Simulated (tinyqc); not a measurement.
Worked calculation: extended Hueckel theory, for H3S+. The parameters take no account of the charge, which enters only through the electron count. Computed by tinyqc, a small Python program that keeps every step (integrals from PySCF). Settings: charge = 1, K = 1.5, weighted = 1, multiplicity = 1. Command: `OMP_NUM_THREADS=1 python tinyqc.py 31396 31397 out.jsonl` (the two numbers bound the seeds that draw the settings). One thread of a shared host (Intel(R) Xeon(R) Processor @ 2.60GHz), about 0.01 s of CPU time with the checks.

## Overlaps

Geometry (angstrom):
```
atom          x          y         z
S      0.000000   0.000000  0.518000
H      1.203000   0.000000  0.000000
H     -0.601000   1.042000  0.000000
H     -0.601000  -1.042000  0.000000
```

Parameters chosen for this run:
```
element  shell  Slater exponent   H_ii (eV)
H           1s         1.300000  -13.600000
S           3s         2.122000  -20.000000
S           3p         1.827000  -13.300000
```

Slater orbitals, each expanded in six Gaussians scaled to its exponent.

overlap S, order 1S 3s, 1S 3px, 1S 3py, 1S 3pz, 2H 1s, 3H 1s, 4H 1s:
```
[[1.000000, 0.000000, 0.000000, 0.000000, 0.387644, 0.387691, 0.387691],
 [0.000000, 1.000000, 0.000000, 0.000000, 0.453091, -0.226390, -0.226390],
 [0.000000, 0.000000, 1.000000, 0.000000, 0.000000, 0.392509, -0.392509],
 [0.000000, 0.000000, 0.000000, 1.000000, -0.195097, -0.195124, -0.195124],
 [0.387644, 0.453091, 0.000000, -0.195097, 1.000000, 0.088906, 0.088906],
 [0.387691, -0.226390, 0.392509, -0.195124, 0.088906, 1.000000, 0.088800],
 [0.387691, -0.226390, -0.392509, -0.195124, 0.088906, 0.088800, 1.000000]]
```

## Wolfsberg-Helmholz matrix

diagonal H_ii (eV): [-20.000000, -13.300000, -13.300000, -13.300000, -13.600000, -13.600000, -13.600000]

K = 1.500000

H_ij = K' S_ij (H_ii + H_jj)/2 for i != j (the diagonal keeps H_ii), with K' = K + D^2 + D^4 (1 - K), D = (H_ii - H_jj)/(H_ii + H_jj), K = 1.5.

H (eV), order 1S 3s, 1S 3px, 1S 3py, 1S 3pz, 2H 1s, 3H 1s, 4H 1s:
```
[[-20.000000, 0.000000, 0.000000, 0.000000, -10.000629, -10.001842, -10.001842],
 [0.000000, -13.300000, 0.000000, 0.000000, -9.141869, 4.567788, 4.567788],
 [0.000000, 0.000000, -13.300000, 0.000000, 0.000000, -7.919526, 7.919526],
 [0.000000, 0.000000, 0.000000, -13.300000, 3.936399, 3.936962, 3.936962],
 [-10.000629, -9.141869, 0.000000, 3.936399, -13.600000, -1.813680, -1.813680],
 [-10.001842, 4.567788, -7.919526, 3.936962, -1.813680, -13.600000, -1.811520],
 [-10.001842, 4.567788, 7.919526, 3.936962, -1.813680, -1.811520, -13.600000]]
```

## Orbitals

valence electrons = 8

Solve H C = S C e through S^(-1/2); fill by pairs from the bottom, a degenerate level sharing its electrons equally; each orbital has its largest coefficient positive (the first on a tie).

orbital energies (eV): [-21.219728, -15.717846, -15.716754, -13.790949, -3.316553, -3.307201, 1.890509]

occupations: [2.000000, 2.000000, 2.000000, 2.000000, 0.000000, 0.000000, 0.000000]

coefficients, order 1S 3s, 1S 3px, 1S 3py, 1S 3pz, 2H 1s, 3H 1s, 4H 1s:
```
[[0.763889, 0.000000, -0.000079, 0.268367, -0.000348, 0.000000, 1.039420],
 [-0.000006, 0.000000, 0.581935, 0.000033, 1.082391, 0.000000, 0.000575],
 [0.000000, 0.581820, 0.000000, 0.000000, 0.000000, 1.082780, 0.000000],
 [0.013489, 0.000000, -0.000028, 0.908440, 0.000227, 0.000000, -0.600810],
 [0.174952, 0.000000, 0.464138, -0.119261, -0.943066, 0.000000, -0.706820],
 [0.174975, 0.401899, -0.231998, -0.119349, 0.471809, -0.817046, -0.706433],
 [0.174975, -0.401899, -0.231998, -0.119349, 0.471809, 0.817046, -0.706433]]
```

sum of one-electron energies = -132.890555 eV

## Mulliken analysis

P = C n C^T; charge = valence electrons (H 1, S 6) minus the sum of (P S)_ii on the atom; overlap population = 2 sum P_ij S_ij between two atoms.

charges: [0.589008, 0.136951, 0.137020, 0.137020]

Overlap populations:
```
pair      value
2-1    0.729765
3-1    0.729800
3-2   -0.022345
4-1    0.729800
4-2   -0.022345
4-3   -0.022321
```
